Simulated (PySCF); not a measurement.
Molecule: SMILES C=CCNCC, C5H11N.

Geometry (Å), atoms numbered from 1 in this order:
```xyz
17

C     3.0123    0.1077    0.7132
C     1.7285   -0.2401    0.8172
C     0.9173   -0.8481   -0.2934
N    -0.2220   -0.0638   -0.7276
C    -1.3358    0.0079    0.1919
C    -2.4935    0.7749   -0.4178
H     3.5713   -0.0625   -0.2139
H     3.5574    0.5654    1.5433
H     1.2043   -0.0562    1.7636
H     1.5758   -1.0340   -1.1590
H     0.5383   -1.8366    0.0230
H     0.0825    0.8727   -0.9866
H    -1.6549   -1.0263    0.4120
H    -1.0807    0.4592    1.1764
H    -2.7970    0.3194   -1.3720
H    -3.3605    0.7914    0.2592
H    -2.2124    1.8215   -0.6200
```

Geometry PBE0-D3(BJ)/def2-SVP throughout; GIAO in PySCF 2.14.0 with density-fitted response routines, gas phase, one conformer, non-relativistic; equivalent atoms averaged; functional PBE0.

(1) How do the shifts δ (against TMS at the same level) depend on the basis set? (a selection of nuclei; ppm; last column core-seconds on shared hosts with different chips, so compare them loosely)

(2) Which nucleus among those listed moves most, in ppm?

(3) Taking the largest basis, def2-TZVP (252 functions), as the yardstick, rank the others by their worst heavy-atom deviation.

Answers

(1) 
```
    basis set  functions     C1    C3    C5    C6    H8    H7  H10/H11  H13/H14  H15/H16/H17  core-s
       STO-3G         41  106.4  46.8  41.5  19.9  5.22  5.03     2.25     1.42         0.86     3.1
        6-31G         76  115.9  52.9  41.6  18.1  5.43  5.50     3.42     2.84         1.25     5.8
       6-31G*        106  112.5  52.5  41.6  17.3  5.05  5.10     3.23     2.75         1.05     8.3
     def2-SVP        139  115.7  52.5  41.7  16.9  5.02  5.09     3.09     2.52         0.93      11
     pcSseg-1        157  122.8  56.5  44.7  18.2  5.26  5.30     3.23     2.64         1.11      23
6-311+G(2d,p)        228  119.4  55.6  44.1  17.2  5.22  5.28     3.28     2.77         1.02      23
    def2-TZVP        252  120.7  56.8  45.5  17.9  5.24  5.29     3.30     2.77         1.02      28
```

(2) C1 (terminal =CH2 carbon): from 106.4 ppm with STO-3G to 122.8 ppm with pcSseg-1. The smallest spread is 0.39 ppm, at H15/H16/H17. Proton shifts span only some 12 ppm, so a few tenths of a ppm matter as much there as several ppm in carbon.

(3) 6-311+G(2d,p) 1.4 ppm (228 functions), pcSseg-1 2.2 ppm (157 functions), 6-31G 4.8 ppm (76 functions), def2-SVP 5.0 ppm (139 functions), 6-31G* 8.1 ppm (106 functions), STO-3G 14.2 ppm (41 functions).

A small basis that lands close on one nucleus may do so by chance; judge by the trend and by all nuclei.
